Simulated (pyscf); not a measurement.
Elementary routes open to `[BH2][OH]` + `[CH2]=[CH2]` in the gas phase (singlet surface):
A. `[BH2][O][CH2][CH3]` (H–O broken; C–O, C–H formed)
B. `[CH2]=[CH][BH][OH]` + `[H][H]` (B–H, C–H broken; B–C, H–H formed)
C. `[CH3][CH2][BH][OH]` (B–H broken; B–C, C–H formed)

PySCF, gas phase, ωB97X-D3(BJ)/def2-SVP geometries.

**Question.** Rank the routes by free-energy barrier at 600 K, lowest first, for ωB97M-D3(BJ)/def2-TZVP energies (ideal gas, 1 atm, RRHO with modes under 100 cm⁻¹ raised to 100, one conformer, R ln 2 for chiral ones without a mode under 150 cm⁻¹).

**Answer.** C (34.5 kcal/mol), B (58.1 kcal/mol), A (68.5 kcal/mol)

Route C is the fastest of these, ahead of the next by 23.6 kcal/mol. The most stable products are those of C (ΔG = -12.3 kcal/mol), so kinetics and thermodynamics agree. At 1200 K C is still the fastest. A: On the reactant side the descent ends in a complex, 4.2 kcal/mol under the separated species and 54.9 kcal/mol under the saddle at ωB97X-D3(BJ)/def2-TZVP. On the product side the descent ends in a point that may be a rotor saddle (no frequency run), 4.0 kcal/mol over the lowest minimum found and 67.8 kcal/mol under the saddle at ωB97X-D3(BJ)/def2-TZVP. Only these routes are compared; each barrier is that of the saddle found, and lower ones may exist.
